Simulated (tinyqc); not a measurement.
Extended Hueckel theory, for N2, step by step. One step of it, computed by the program tinyqc.

Question. Mulliken analysis. P = C n C^T; charge = valence electrons (N 5) minus the sum of (P S)_ii on the atom; overlap population = 2 sum P_ij S_ij between two atoms.

coefficients, order 1N 2s, 1N 2px, 1N 2py, 1N 2pz, 2N 2s, 2N 2px, 2N 2py, 2N 2pz:
$$\begin{pmatrix}
0.569691 & 0.526292 & 0.000000 & 0.000000 & -0.241156 & 0.000000 & 0.000000 & 1.298429 \\
0.000000 & 0.000000 & 0.608331 & -0.136149 & 0.000000 & 0.831930 & -0.093921 & 0.000000 \\
0.000000 & 0.000000 & 0.136149 & 0.608331 & 0.000000 & 0.093921 & 0.831930 & 0.000000 \\
0.048251 & -0.450998 & 0.000000 & 0.000000 & 0.648205 & 0.000000 & 0.000000 & 1.168054 \\
0.569691 & -0.526292 & 0.000000 & 0.000000 & -0.241156 & 0.000000 & 0.000000 & -1.298429 \\
0.000000 & 0.000000 & 0.608331 & -0.136149 & 0.000000 & -0.831930 & 0.093921 & 0.000000 \\
0.000000 & 0.000000 & 0.136149 & 0.608331 & 0.000000 & -0.093921 & -0.831930 & 0.000000 \\
-0.048251 & -0.450998 & 0.000000 & 0.000000 & -0.648205 & 0.000000 & 0.000000 & 1.168054
\end{pmatrix}$$

occupations: [2.000000, 2.000000, 2.000000, 2.000000, 2.000000, 0.000000, 0.000000, 0.000000]

overlap S, order 1N 2s, 1N 2px, 1N 2py, 1N 2pz, 2N 2s, 2N 2px, 2N 2py, 2N 2pz:
$$\begin{pmatrix}
1.000000 & 0.000000 & 0.000000 & 0.000000 & 0.455939 & 0.000000 & 0.000000 & -0.443952 \\
0.000000 & 1.000000 & 0.000000 & 0.000000 & 0.000000 & 0.286660 & 0.000000 & 0.000000 \\
0.000000 & 0.000000 & 1.000000 & 0.000000 & 0.000000 & 0.000000 & 0.286660 & 0.000000 \\
0.000000 & 0.000000 & 0.000000 & 1.000000 & 0.443952 & 0.000000 & 0.000000 & -0.318808 \\
0.455939 & 0.000000 & 0.000000 & 0.443952 & 1.000000 & 0.000000 & 0.000000 & 0.000000 \\
0.000000 & 0.286660 & 0.000000 & 0.000000 & 0.000000 & 1.000000 & 0.000000 & 0.000000 \\
0.000000 & 0.000000 & 0.286660 & 0.000000 & 0.000000 & 0.000000 & 1.000000 & 0.000000 \\
-0.443952 & 0.000000 & 0.000000 & -0.318808 & 0.000000 & 0.000000 & 0.000000 & 1.000000
\end{pmatrix}$$

Give: charges; Overlap populations.

Answer.

charges: 1N 0.0000, 2N 0.0000

Overlap populations:
```
pair     value
2-1   1.748833
```
